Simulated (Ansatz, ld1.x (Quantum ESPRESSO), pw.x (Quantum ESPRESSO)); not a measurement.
# From atom to crystal: TM potential for cadmium

ld1.x (Quantum ESPRESSO) 7.5 input, shortened:

```
&input
   title='Cd', zed=48., rel=1, dft='PBESOL', iswitch=3,
   config='[Kr] 4d10 5s2 5p0'
 /
 &inputp
   pseudotype=2, tm=.true., lloc=0,
   nlcc=.true., new_core_ps=.true., rcore=1.40
 /
3
5P  2  1   0.00   0.00  2.70  2.70  0.0
4D  3  2  10.00   0.00  1.60  1.60  0.0
5S  1  0   2.00   0.00  1.70  1.70  0.0
 &test
   configts(1)='4d10 5s2 5p0'
 /
```

Crystal test: bcc Cd in pw.x 7.5, no spin, 13³ k-points, Fermi–Dirac smearing 0.01 Ry, cutoffs 145/580 Ry. The reference is all-electron LAPW (Ansatz 0.2.0) with the same functional, mesh and smearing; V0 and B0 come from Birch–Murnaghan fits to the pressures at five volumes. Errors are pseudo minus all-electron; Δ is the rms difference of the E(V) curves that follow from these fits, minima aligned, over ±6 % about the mean V0. Mesh and smearing are coarse, so the numbers serve the comparison and aren't converged zero-temperature values; the lattice is a test structure that the element need not adopt.

All-electron: a0 = 3.496 Å (V0 = 21.36 Å³/atom), B0 = 53.6 GPa.

Task: How far does the potential miss the all-electron equation of state?

Result: mean pressure error (GPa): +1.23; a0 (Å): 3.521; a0 error (%): +0.71; B0 error (%): -2.4; Δ (meV/atom): 5.3. This is a poor potential for the solid.

| V (Å³/atom) | P all-electron (GPa) | P pseudo (GPa) |
| --- | --- | --- |
| 20.149 | 3.69 | 5.21 |
| 20.680 | 1.90 | 3.26 |
| 21.210 | 0.38 | 1.60 |
| 21.740 | -0.90 | 0.19 |
| 22.270 | -1.99 | -1.02 |

Task: At the middle volume, how do free energy and pressure move when the wave cutoff is lowered (ecutrho kept at four times it)?

Result:

| cutoff (Ry) | shift of F (meV/atom) | shift of P (GPa) |
| --- | --- | --- |
| 65 | +283.5 | -18.27 |
| 87 | +25.7 | +0.01 |
| 116 | +7.7 | -0.31 |

The run at the middle volume (84 k-points, 7 iterations) took about 61 s on one core of a shared host (Neoverse-V1, 32 threads, 247 GiB, load 24).
